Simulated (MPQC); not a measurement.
# AlFH (SMILES [F][AlH]) at 6 levels

Wanted: a comparison of 6 runs (UHF/STO-3G, UHF/3-21G, UHF/def2-SVP, UPBE0/def2-SVP, UPBE/6-311G**, UBP86/def2-SVPD) of AlFH. 

The calculation is run with MPQC 2.3.1.

### 1 The system as given

The species is AlFH (3 atoms), typed as a doublet with charge 0. SMILES: `[F][AlH]`. The coordinates come from a PBE0-D4/def2-TZVP relaxation.

Bond lengths: F1–Al2 1.656 Å, Al2–H3 1.607 Å. Angles: F1–Al2–H3 115.5°.

### 2 Energy and forces at UHF/STO-3G (run 1)

File job.in:

```
molecule<Molecule>: (
  symmetry = c1
  unit = bohr
  { atoms geometry } = {
    F  [ 1.71417057   1.68790337   1.10662362 ]
    Al [ -0.81730655   0.60093291  -0.37700036 ]
    H  [ -0.91727306  -2.41147951  -0.75456764 ]
  }
)
basis<GaussianBasisSet>: (
  name = "STO-3G"
  molecule = $:molecule
  basisdir = "."
  puream = yes
)
mpqc: (
  checkpoint = no
  savestate = no
  restart = no
  do_energy = yes
  do_gradient = yes
  optimize = no
  mole<UHF>: (
    molecule = $:molecule
    basis = $:basis
    total_charge = 0
    multiplicity = 2
    memory = 1000000000
    print_evals = yes
    print_npa = yes
    maxiter = 120
    value_accuracy = 1e-08
    guess_wavefunction<UHF>: (
      molecule = $:molecule
      total_charge = 0
      multiplicity = 2
      memory = 1000000000
      value_accuracy = 1e-3
      basis<GaussianBasisSet>: (
        name = "STO-3G"
        molecule = $:molecule
      )
    )
  )
)
```

The basis set STO-3G is read from a file made from the Basis Set Exchange's data (not shown).

Started as:

```bash
$ mpqc job.in > job.out
```

What it wrote:

```text
MPQC: Massively Parallel Quantum Chemistry
                                   Version 2.3.1

  Using IntegralV3 by default for molecular integrals evaluation

[... 1 line left out ...]

      alpha = [ 12 ]
      beta  = [ 11 ]

  USCF::init: total charge = 0

  alpha = [ 12 ]
  beta  = [ 11 ]

  Molecular formula HAlF

  MPQC options:
    matrixkit     = <ReplSCMatrixKit>
    restart       = no
    checkpoint    = no
    savestate     = no
    do_energy     = yes
    do_gradient   = yes
    optimize      = no
    write_pdb     = no
    print_mole    = yes
    print_timings = yes

  SCF::compute: energy accuracy = 1.0000000e-08

  nuclear repulsion energy =   43.3969465042

  Using guess wavefunction as starting vector

      SCF::compute: energy accuracy = 1.0000000e-03

      nuclear repulsion energy =   43.3969465042

      Starting from core Hamiltonian guess

[... 28 lines left out ...]
  iter     4 energy = -337.4991920740 delta = 5.52565e-02
[... 4 lines left out ...]
  iter     9 energy = -337.5945989640 delta = 3.54647e-03
[... 4 lines left out ...]
  iter    14 energy = -337.5883900839 delta = 2.32858e-04
[... 4 lines left out ...]
  iter    19 energy = -337.5883903693 delta = 8.07905e-06
[... 4 lines left out ...]
  iter    24 energy = -337.5884237145 delta = 2.54399e-07
[... 4 lines left out ...]
  iter    29 energy = -337.5884252402 delta = 2.24604e-07
[... 16 lines left out ...]
  Gradient of the MolecularEnergy:
[... 27 lines left out ...]
       18.99840   26.98154    1.00783

  Electronic basis:
    GaussianBasisSet:
[... 1 line left out ...]
      nshell = 9
      nprim  = 27
      name = "STO-3G"
  Natural Population Analysis:
     n   atom    charge     ne(S)     ne(P)
      1    F   -0.485563  3.950419  5.535143
      2   Al    0.893499  5.217409  6.889093
      3    H   -0.407936  1.407936

  SCF Parameters:
    maxiter = 120
    density_reset_frequency = 10
    level_shift = 0.250000

  UnrestrictedSCF Parameters:
    charge = 0.0000000000
    nalpha = 12
    nbeta = 11
    alpha = [ 12 ]
    beta  = [ 11 ]

                               CPU Wall
mpqc:                         0.05 0.05
  NAO:                        0.00 0.00
  calc:                       0.05 0.05
    compute gradient:         0.01 0.01
      nuc rep:                0.00 0.00
      one electron gradient:  0.00 0.00
      overlap gradient:       0.00 0.00
      two electron gradient:  0.01 0.01
    vector:                   0.03 0.03
      density:                0.00 0.00
      evals:                  0.00 0.00
[... 7 lines of this table left out ...]
  input:                      0.01 0.01
```

Wall time 0.12 s (1 thread of Arm Neoverse V2, shared host).

### 3 Energy and gradient at UHF/3-21G (run 2)

File mol.in:

```
% emacs should use -*- KeyVal -*- mode
molecule<Molecule>: (
   symmetry = c1
   unit = bohr
   { atoms geometry } = {
      F  [ 1.71417057     1.68790337     1.10662362 ]
      Al [ -0.81730655     0.60093291    -0.37700036 ]
      H  [ -0.91727306    -2.41147951    -0.75456764 ]
   }
)
basis<GaussianBasisSet>: (
   name = "3-21G"
   molecule = $:molecule
   basisdir = "."
   puream = yes
)
mpqc: (
   checkpoint = no
   savestate = no
   restart = no
   do_energy = yes
   do_gradient = yes
   optimize = no
   mole<UHF>: (
      molecule = $:molecule
      basis = $:basis
      total_charge = 0
      multiplicity = 2
      memory = 1000000000
      print_evals = yes
      print_npa = yes
      maxiter = 120
      value_accuracy = 1e-08
      guess_wavefunction<UHF>: (
         molecule = $:molecule
         total_charge = 0
         multiplicity = 2
         memory = 1000000000
         value_accuracy = 1e-3
         basis<GaussianBasisSet>: (
            name = "MINI (Huzinaga)"
            molecule = $:molecule
         )
      )
   )
)
```

The basis set 3-21G is read from a file made from the Basis Set Exchange's data (not shown).

Started as:

```bash
$ mpqc -o mol.out mol.in
```

What it wrote:

```text
MPQC: Massively Parallel Quantum Chemistry
                                   Version 2.3.1

  Using IntegralV3 by default for molecular integrals evaluation

      USCF::init: total charge = 0

      alpha = [ 12 ]
      beta  = [ 11 ]

  USCF::init: total charge = 0

  alpha = [ 12 ]
  beta  = [ 11 ]

  Molecular formula HAlF

  MPQC options:
    matrixkit     = <ReplSCMatrixKit>
    restart       = no
    checkpoint    = no
    savestate     = no
    do_energy     = yes
    do_gradient   = yes
    optimize      = no
    write_pdb     = no
    print_mole    = yes
    print_timings = yes

  SCF::compute: energy accuracy = 1.0000000e-08

  nuclear repulsion energy =   43.3969465042

  Projecting guess wavefunction into the present basis set

      SCF::compute: energy accuracy = 1.0000000e-03

      nuclear repulsion energy =   43.3969465042

      Starting from core Hamiltonian guess

[... 6 lines left out ...]
      iter     2 energy = -339.9242845860 delta = 7.31991e-02
[... 3 lines left out ...]
      iter     6 energy = -339.9587319518 delta = 3.64332e-03
[... 23 lines left out ...]
  iter     1 energy = -339.9280778946 delta = 3.25935e-01
[... 3 lines left out ...]
  iter     5 energy = -340.0968626980 delta = 3.03993e-03
[... 3 lines left out ...]
  iter     9 energy = -340.0969855852 delta = 5.53099e-05
[... 3 lines left out ...]
  iter    13 energy = -340.0970375287 delta = 1.47884e-06
[... 3 lines left out ...]
  iter    17 energy = -340.0970374016 delta = 6.44301e-06
[... 3 lines left out ...]
  iter    21 energy = -340.0970375468 delta = 6.94645e-07
[... 3 lines left out ...]
  iter    25 energy = -340.0970375466 delta = 2.46571e-08
[... 15 lines left out ...]
  Gradient of the MolecularEnergy:
[... 27 lines left out ...]
       18.99840   26.98154    1.00783

  Electronic basis:
    GaussianBasisSet:
      nbasis = 24
      nshell = 14
      nprim  = 27
      name = "3-21G"
  Natural Population Analysis:
     n   atom    charge     ne(S)     ne(P)
      1    F   -0.705130  3.936050  5.769080
      2   Al    1.163724  5.084472  6.751804
      3    H   -0.458595  1.458595

  SCF Parameters:
    maxiter = 120
    density_reset_frequency = 10
    level_shift = 0.250000

  UnrestrictedSCF Parameters:
    charge = 0.0000000000
    nalpha = 12
    nbeta = 11
    alpha = [ 12 ]
    beta  = [ 11 ]

                               CPU Wall
mpqc:                         0.11 0.11
  NAO:                        0.00 0.00
  calc:                       0.10 0.10
    compute gradient:         0.02 0.02
      nuc rep:                0.00 0.00
      one electron gradient:  0.00 0.00
      overlap gradient:       0.00 0.00
      two electron gradient:  0.02 0.02
    vector:                   0.09 0.09
      density:                0.00 0.00
      evals:                  0.00 0.00
[... 7 lines of this table left out ...]
  input:                      0.01 0.01
```

Run time: 0.18 s. Hardware: 1 thread of Arm Neoverse V2, shared host.

Runs 3 to 5 aren't shown in full; the table further down has their settings and results.

### 4 Energy and forces at UBP86/def2-SVPD (run 6)

File mol.in:

```
molecule<Molecule>: (
  symmetry = c1
  unit = angstrom
  { atoms geometry } = {
    F  [ 0.907100 0.893200 0.585600 ]
    Al [ -0.432500 0.318000 -0.199500 ]
    H  [ -0.485400 -1.276100 -0.399300 ]
  }
)
basis<GaussianBasisSet>: (
  name = "def2-SVPD"
  molecule = $:molecule
  basisdir = "."
  puream = yes
)
mpqc: (
  checkpoint = no
  savestate = no
  restart = no
  do_energy = yes
  do_gradient = yes
  optimize = no
  mole<UKS>: (
    molecule = $:molecule
    basis = $:basis
    total_charge = 0
    multiplicity = 2
    memory = 1000000000
    print_evals = yes
    print_npa = yes
    maxiter = 120
    value_accuracy = 1e-08
    functional<StdDenFunctional>: ( name = "BP86" )
    integrator<RadialAngularIntegrator>: ( grid = xfine )
    guess_wavefunction<ExtendedHuckelWfn>: (
      molecule = $:molecule
      total_charge = 0
      multiplicity = 2
      basis<GaussianBasisSet>: (
        name = "STO-3G"
        molecule = $:molecule
      )
    )
  )
)
```

The basis set def2-SVPD is read from a file made from the Basis Set Exchange's data (not shown).

Started as:

```bash
$ mpqc mol.in > mol.out
```

What it wrote:

```text
MPQC: Massively Parallel Quantum Chemistry
                                   Version 2.3.1

  Using IntegralV3 by default for molecular integrals evaluation

  USCF::init: total charge = 0

  alpha = [ 12 ]
  beta  = [ 11 ]

  Molecular formula HAlF

  The following keywords in "mol.in" were ignored:
    mpqc:mole:guess_wavefunction:multiplicity

  MPQC options:
    matrixkit     = <ReplSCMatrixKit>
    restart       = no
    checkpoint    = no
    savestate     = no
    do_energy     = yes
    do_gradient   = yes
    optimize      = no
    write_pdb     = no
    print_mole    = yes
    print_timings = yes

  SCF::compute: energy accuracy = 1.0000000e-08

  nuclear repulsion energy =   43.3969496370

  Projecting guess wavefunction into the present basis set
      Using symmetric orthogonalization.
      n(basis):            15
      Maximum orthogonalization residual = 1.67693
      Minimum orthogonalization residual = 0.396945
      docc = [ 11]
      socc = [ 1]

      Projecting the guess density.

[... 15 lines left out ...]
  Integrated electron density error = -0.001198233107
[... 6 lines left out ...]
  iter     5 energy = -342.5906115549 delta = 7.79974e-02
[... 6 lines left out ...]
  Integrated electron density error = -0.000162532313
[... 6 lines left out ...]
  iter    12 energy = -342.7605474141 delta = 3.18095e-04
[... 6 lines left out ...]
  Integrated electron density error = 0.000024971099
[... 6 lines left out ...]
  iter    19 energy = -342.7608533234 delta = 5.85292e-06
[... 6 lines left out ...]
  Integrated electron density error = 0.000000601625
[... 6 lines left out ...]
  iter    26 energy = -342.7608533104 delta = 1.47126e-07
  Integrated electron density error = 0.000000601672
[... 1 line left out ...]
  Integrated electron density error = 0.000000601669
[... 1 line left out ...]
  Integrated electron density error = 0.000000601670
[... 1 line left out ...]
  Integrated electron density error = 0.000000601670
[... 1 line left out ...]
  Integrated electron density error = 0.000000601671
[... 9 lines left out ...]
  Integrated electron density error = 0.000000599140
[... 6 lines left out ...]
  Gradient of the MolecularEnergy:
[... 42 lines left out ...]
    SCF Parameters:
      maxiter = 120
      density_reset_frequency = 10
      level_shift = 0.250000

    UnrestrictedSCF Parameters:
      charge = 0.0000000000
      nalpha = 12
      nbeta = 11
      alpha = [ 12 ]
      beta  = [ 11 ]

    Functional:
      Standard Density Functional: BP86
      Sum of Functionals:
        +0.0000000000000000 Hartree-Fock Exchange
        +1.0000000000000000
          Object of type SlaterXFunctional
        +1.0000000000000000
          Object of type Becke88XFunctional
        +1.0000000000000000
          Object of type P86CFunctional
        +1.0000000000000000
          Object of type PZ81LCFunctional
    Integrator:
      RadialAngularIntegrator:
        Pruned xfine grid employed
                                CPU  Wall
mpqc:                         28.38 28.38
  NAO:                         0.00  0.00
  calc:                       28.37 28.37
    compute gradient:          3.98  3.98
      nuc rep:                 0.00  0.00
      one electron gradient:   0.00  0.00
      overlap gradient:        0.00  0.00
      two electron gradient:   3.97  3.97
        grad:                  3.97  3.97
          integrate:           3.71  3.71
          two-body:            0.21  0.21
[... 6 lines of this table left out ...]
  input:                       0.01  0.01
```

It took 29 s on 1 thread of Arm Neoverse V2, shared host; peak memory 0.31 GiB.

### 5 Overview of the runs

```
run            level   starting guess  integration grid  energy (Eh)   ⟨S²⟩  largest force (eV/Å)  wall time
  1       UHF/STO-3G           STO-3G                 –  -337.588424  0.760                 1.990     0.12 s
  2        UHF/3-21G  MINI (Huzinaga)                 –  -340.097038  0.757                 0.258     0.18 s
  3     UHF/def2-SVP            3-21G                 –  -341.809091  0.757                 0.287     0.52 s
  4   UPBE0/def2-SVP           STO-3G             xfine  -342.516815  0.753                 0.465       24 s
  5    UPBE/6-311G**    huckel STO-3G             xfine  -342.684863  0.752                 1.072       22 s
  6  UBP86/def2-SVPD    huckel STO-3G             xfine  -342.760853  0.752                 1.342       29 s
```

### 6 What came out

| quantity | value |
| --- | --- |
| run 6: total energy | -342.76085 Eh |
| run 6: ⟨S²⟩ | 0.752 |
| run 6: largest force on an atom | 1.342 eV/Å |

In words: Totals of different functionals can't be ranked against each other. All runs together took 75 s, the longest 29 s.
